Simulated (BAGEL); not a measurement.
# A workflow on PF3 (phosphorus trifluoride)

Wanted: a single-point energy (HF/cc-pVDZ), then a single-point energy (NEVPT2(2,2)/cc-pVDZ), then the energy (CASPT2(2,2)/cc-pVDZ) of PF3 (phosphorus trifluoride). 

The results are computed with BAGEL 1.2.2.

## (1) The molecule

PF3: 4 atoms, total charge 0, spin state singlet. As SMILES, `FP(F)F`. One bond was lengthened or shortened from a relaxed shape.

Bond lengths: F1–P2 1.572 Å, P2–F3 1.572 Å, P2–F4 1.807 Å. Angles: F1–P2–F3 97.6°, F1–P2–F4 97.6°, F3–P2–F4 97.6°.

## (2) The energy at HF/cc-pVDZ (density fitting with svp-jkfit) (run 1)

calc.json reads:

```json
{ "bagel" : [

{
  "title" : "molecule",
  "basis" : "cc-pvdz.json",
  "df_basis" : "svp-jkfit",
  "geometry" : [
    { "atom" : "F", "xyz" : [  1.34365008, -1.46035389,  1.97068010 ] },
    { "atom" : "P", "xyz" : [ -0.79533092,  0.38742031,  1.05945416 ] },
    { "atom" : "F", "xyz" : [ -2.23983757, -1.52328177, -0.69647935 ] },
    { "atom" : "F", "xyz" : [  0.99210622,  1.97514175, -1.37950007 ] }
  ]
},
{ "title" : "hf" },
{ "title" : "print", "file" : "orbitals.molden", "orbitals" : true }

]}
```

The basis set cc-pVDZ is read from a file made from the Basis Set Exchange's data (not shown).

Started as:

```console
$ BAGEL_NUM_THREADS=1 BAGEL calc.json > calc.out
```

Standard output:

```text
* using 1 threads per process

  ===============================================================
  ===============================================================

  *** Geometry ***

  { "atom" : "F", "xyz" : [      1.343650,     -1.460354,      1.970680 ] },
  { "atom" : "P", "xyz" : [     -0.795331,      0.387420,      1.059454 ] },
  { "atom" : "F", "xyz" : [     -2.239838,     -1.523282,     -0.696479 ] },
  { "atom" : "F", "xyz" : [      0.992106,      1.975142,     -1.379500 ] },

  Number of auxiliary basis functions:      359

  Since a DF basis is specified, we compute 2- and 3-index integrals:
    o Being stored without compression. Storage requirement is 0.010 GB

  Number of basis functions:       60
  Number of electrons      :       42

    * METHOD: MOLECULE                             0.10

  *** RHF ***

  === Nuclear Repulsion ===
   182.2404670934

      * DIIS with orbital gradients will be used.

  === RHF iteration (cc-pvdz.json) ===
      0       -638.79287280          0.02637568           0.03
      1       -638.96926660          0.01907796           0.03
      2       -639.11541930          0.00125589           0.03
      3       -639.11691175          0.00061458           0.03
      4       -639.11722134          0.00022105           0.03
      5       -639.11727879          0.00006023           0.03
      6       -639.11728321          0.00001523           0.03
      7       -639.11728350          0.00000328           0.03
      8       -639.11728351          0.00000121           0.03
      9       -639.11728352          0.00000043           0.03
     10       -639.11728352          0.00000017           0.03
     11       -639.11728352          0.00000006           0.03
     12       -639.11728352          0.00000002           0.03
     13       -639.11728352          0.00000001           0.03
    * SCF iteration converged.

    * Permanent dipole moment:
           (    0.598168,    -0.045416,    -0.802841) a.u.

    * METHOD: HF                                   0.45

    * METHOD: PRINT                                0.01

  ===============================================================
```

It took 0.68 s on 1 thread of Arm Neoverse V1, shared host; peak memory 0.14 GiB.

## (3) The energy at NEVPT2(2,2)/cc-pVDZ (density fitting with svp-jkfit) (run 2)

job.json reads:

```json
{ "bagel": [

{
  "title": "molecule",
  "basis": "cc-pvdz.json",
  "df_basis": "svp-jkfit",
  "angstrom": false,
  "geometry": [
    { "atom": "F", "xyz": [  1.34365008, -1.46035389,  1.97068010 ] },
    { "atom": "P", "xyz": [ -0.79533092,  0.38742031,  1.05945416 ] },
    { "atom": "F", "xyz": [ -2.23983757, -1.52328177, -0.69647935 ] },
    { "atom": "F", "xyz": [  0.99210622,  1.97514175, -1.37950007 ] }
  ]
},
{
  "title": "hf"
},
{
  "title": "nevpt2",
  "nstate": 1,
  "nact": 2,
  "nclosed": 20,
  "active": [11, 22],
  "maxiter": 200,
  "natocc": true,
  "ncore": 8
},
{
  "title": "print",
  "file": "orbitals.molden",
  "orbitals": true
}

]}
```

The basis set cc-pVDZ is read from a file made from the Basis Set Exchange's data (not shown).

Started as:

```console
$ BAGEL_NUM_THREADS=1 BAGEL job.json > job.out
```

Standard output:

```text
* using 1 threads per process

  ===============================================================
  ===============================================================

  *** Geometry ***

  { "atom" : "F", "xyz" : [      1.343650,     -1.460354,      1.970680 ] },
  { "atom" : "P", "xyz" : [     -0.795331,      0.387420,      1.059454 ] },
  { "atom" : "F", "xyz" : [     -2.239838,     -1.523282,     -0.696479 ] },
  { "atom" : "F", "xyz" : [      0.992106,      1.975142,     -1.379500 ] },

  Number of auxiliary basis functions:      359

  Since a DF basis is specified, we compute 2- and 3-index integrals:
    o Being stored without compression. Storage requirement is 0.010 GB

  Number of basis functions:       60
  Number of electrons      :       42

[... 15 lines left out ...]
    * SCF iteration converged.
[... 1 line left out ...]
    * Permanent dipole moment:
[... 28 lines left out ...]
    * Second-order optimization converged. *

     guess   0:   closed 1.                   open ..

  === FCI iteration ===

      0  0      -639.11630153     1.04e-01      0.00
      1  0      -639.14215626     8.53e-03      0.00
      2  0 *    -639.14245108     1.01e-15      0.00

     * ci vector, state   0, <S^2> = 0.0000
       2.     0.9921268633
       .2    -0.1252369238

  === DF-NEVPT2 calculation ===

    * 3-index integral transformation done
    * assembly done

      NEVPT2 correlation energy:   -0.6471755678      0.07

          (+0)     -0.5300036199
          (+0)'    -0.0519863845
          (+1)     -0.0204748585
          (+1)'    -0.0000000000
          (+2)     -0.0011438064
          (-1)     -0.0390799689
          (-1)'     0.0000000000
          (-2)     -0.0044869296

      NEVPT2 total energy:       -639.7896266450

    * METHOD: NEVPT2                               3.76

    * METHOD: PRINT                                0.01

  ===============================================================
```

It took 4.5 s on 1 thread of Arm Neoverse V1, shared host; peak memory 0.14 GiB.

## (4) A single-point energy at CASPT2(2,2)/cc-pVDZ (density fitting with svp-jkfit) (run 3)

input.json reads:

```json
{ "bagel" : [

{
  "title" : "molecule",
  "basis" : "cc-pvdz.json",
  "df_basis" : "svp-jkfit",
  "angstrom" : false,
  "geometry" : [
    { "atom" : "F", "xyz" : [  1.34365008, -1.46035389,  1.97068010 ] },
    { "atom" : "P", "xyz" : [ -0.79533092,  0.38742031,  1.05945416 ] },
    { "atom" : "F", "xyz" : [ -2.23983757, -1.52328177, -0.69647935 ] },
    { "atom" : "F", "xyz" : [  0.99210622,  1.97514175, -1.37950007 ] }
  ]
},
{
  "title" : "hf"
},
{
  "title" : "casscf",
  "nstate" : 1,
  "nact" : 2,
  "nclosed" : 20,
  "active" : [11, 22],
  "maxiter" : 200,
  "natocc" : true
},
{
  "title" : "print",
  "file" : "orbitals.molden",
  "orbitals" : true
},
{
  "title" : "smith",
  "method" : "caspt2",
  "ms" : true,
  "xms" : true,
  "sssr" : true,
  "shift" : 0.2,
  "shift_imag" : true,
  "ncore" : 8
}

]}
```

The basis set cc-pVDZ is read from a file made from the Basis Set Exchange's data (not shown).

Started as:

```console
$ BAGEL_NUM_THREADS=1 BAGEL input.json > input.out
```

Standard output:

```text
* using 1 threads per process

  ===============================================================
  ===============================================================

  *** Geometry ***

  { "atom" : "F", "xyz" : [      1.343650,     -1.460354,      1.970680 ] },
  { "atom" : "P", "xyz" : [     -0.795331,      0.387420,      1.059454 ] },
  { "atom" : "F", "xyz" : [     -2.239838,     -1.523282,     -0.696479 ] },
  { "atom" : "F", "xyz" : [      0.992106,      1.975142,     -1.379500 ] },

  Number of auxiliary basis functions:      359

  Since a DF basis is specified, we compute 2- and 3-index integrals:
    o Being stored without compression. Storage requirement is 0.010 GB

  Number of basis functions:       60
  Number of electrons      :       42

[... 15 lines left out ...]
    * SCF iteration converged.
[... 1 line left out ...]
    * Permanent dipole moment:
[... 27 lines left out ...]
    * Second-order optimization converged. *
[... 9 lines left out ...]
     * ci vector, state   0, <S^2> = 0.0000
[... 16 lines left out ...]
    * Zeroth order energy : state  0       -1.3989966307
[... 4 lines left out ...]
       #      aibj      arbs      arbi      airj      risj      airs      arst      rist         Etot      error   time
[... 2 lines left out ...]
       0  -0.53129  -0.00505  -0.03796  -0.02263  -0.00158  -0.04566  -0.00000  -0.00000   -0.6441722  0.0039320   0.04
       1  -0.53207  -0.00512  -0.03832  -0.02340  -0.00178  -0.04718  -0.00000  -0.00000   -0.6478790  0.0008797   0.03
       2  -0.53216  -0.00513  -0.03822  -0.02350  -0.00181  -0.04732  -0.00000  -0.00001   -0.6481511  0.0002533   0.04
[... 4 lines of this table left out ...]
       7  -0.53218  -0.00513  -0.03823  -0.02347  -0.00183  -0.04734  -0.00000  -0.00000   -0.6481697  0.0000003   0.04

      ------------------------------------------------------------------------------------------------------------------

    * CASPT2 energy : state  0     -639.7923356251
        w/o shift correction       -639.7906207934
        reference weight              0.8700039591

    * METHOD: SMITH                                0.40

  ===============================================================
```

Run time: 4.8 s. Hardware: 1 thread of Arm Neoverse V1, shared host; peak memory 0.14 GiB.

## (5) Summary of results

| quantity | value |
| --- | --- |
| run 1, HF/cc-pVDZ: total energy | -639.11728 Eh |
| run 1, HF/cc-pVDZ: dipole moment | 2.55 D |
| run 1, HF/cc-pVDZ: HOMO energy | -13.16 eV |
| run 1, HF/cc-pVDZ: LUMO energy | 2.97 eV |
| run 1, HF/cc-pVDZ: HOMO–LUMO gap | 16.13 eV |
| run 2, NEVPT2(2,2)/cc-pVDZ: total energy | -639.78963 Eh |
| run 3, CASPT2(2,2)/cc-pVDZ: total energy | -639.79234 Eh |
